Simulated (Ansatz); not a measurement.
**NH3O (triplet): from Hartree-Fock to the top rungs at distance N1–H4 along a hydrogen transfer = 1.493 Å, cc-pVDZ**

Aim: climb from Hartree-Fock through coupled cluster and multireference methods for NH3O (triplet) at one geometry and basis, and see what each rung misses.

Program: Ansatz 0.2.0, Gaussian basis. Level of theory: cc-pVDZ, core rule «outside noble gas», up to 2 orbitals frozen. These are calculated values, not measurements.

To be run: UHF; CCSD(T) on ROHF; CCSD(T) on UHF; BCCD(T) on ROHF; CISD; CCSDT(Q) on ROHF; CCSDT(Q) on UHF; CASSCF and MRCISD+Q, 4 electrons in 4 orbitals; CASSCF and NEVPT2, 4 electrons in 4 orbitals; CASSCF and NEVPT2, 14 electrons in 11 orbitals.

2 further runs of the same task are left out: 2 that didn't finish.

### 1 The system

The geometry derives from fragments relaxed apart (PBE0/def2-TZVP) and kept rigid, so it is no stationary point. A hydrogen atom is moved between rigid fragments.

5 atoms, charge 0, spin multiplicity 3.

Atoms are counted from 1 here; the program's logs count them from 0.

Bond lengths: N1–H2 1.012 Å, N1–H3 1.012 Å, H4–O5 1.070 Å. Angles: H2–N1–H3 107.1°.

### 2 UHF

Input file in.yaml:

```yaml
crystal:
  periodic: [false, false, false]
  atoms:
    - {symbol: N, position_ang: [-1.268911, -0.017258, -0.026862]}
    - {symbol: H, position_ang: [-1.566191, 0.950575, -0.026861]}
    - {symbol: H, position_ang: [-1.566190, -0.419557, 0.853398]}
    - {symbol: H, position_ang: [0.224089, -0.017258, -0.026862]}
    - {symbol: O, position_ang: [1.294089, -0.017257, -0.026862]}
basis:
  gaussian: {orbitals: cc-pVDZ}
magnetization: {spin_polarized: true, initial_magnetization: 2}
hamiltonian: {xc: hf}
output: {orbitals: {seedname: orbitals}}
```

Launch:

```sh
ansatz run in.yaml --threads 1 --pin off --events-out ev --progress --plain --max-ram 2393MiB
```

The runs that follow: CCSD(T) on ROHF; CCSD(T) on UHF; BCCD(T) on ROHF; CISD; CCSDT(Q) on ROHF; CCSDT(Q) on UHF; CASSCF and MRCISD+Q, 4 electrons in 4 orbitals; CASSCF and NEVPT2, 4 electrons in 4 orbitals; CASSCF and NEVPT2, 14 electrons in 11 orbitals.

Before running them: what should the planned runs give, taken together? Wanted: UCCSDT(Q) below the RHF energy; RMP2 from UCCSDT(Q); UMP2 from UCCSDT(Q); RCCSD from UCCSDT(Q); RCCSD(T) from UCCSDT(Q); UCCSD(T) from UCCSDT(Q); RCCSDT(Q) from UCCSDT(Q); NEVPT2 pair from UCCSDT(Q); NEVPT2 valence from UCCSDT(Q).

The runs gave:

| quantity | value |
| --- | --- |
| UCCSDT(Q) below the RHF energy | -9.5670 eV |
| RMP2 from UCCSDT(Q) | +105.8 kJ/mol |
| UMP2 from UCCSDT(Q) | +105.3 kJ/mol |
| RCCSD from UCCSDT(Q) | +18.6 kJ/mol |
| RCCSD(T) from UCCSDT(Q) | +3.4 kJ/mol |
| UCCSD(T) from UCCSDT(Q) | +3.3 kJ/mol |
| RCCSDT(Q) from UCCSDT(Q) | +0.2 kJ/mol |
| NEVPT2 pair from UCCSDT(Q) | +101.3 kJ/mol |
| NEVPT2 valence from UCCSDT(Q) | +119.1 kJ/mol |
| levels within 1 kcal/mol (43 meV) | RCCSD(T), UCCSD(T), BCCD(T), RCCSDT, UCCSDT, RCCSDT(Q) |
| T1 diagnostic | 0.026 |
| effectively unpaired electrons | 2.02 |

**Reading.** RCCSD(T) misses by +3.4 kJ/mol, 0.4 % of the correlation energy. One determinant dominates. Of the multireference levels listed NEVPT2 pair comes nearest in total energy (+101.3 kJ/mol), which doesn't show that its space is the better one. These misses are within one basis, not against nature; the frozen cores of restricted and unrestricted runs differ, which can shift their rows.
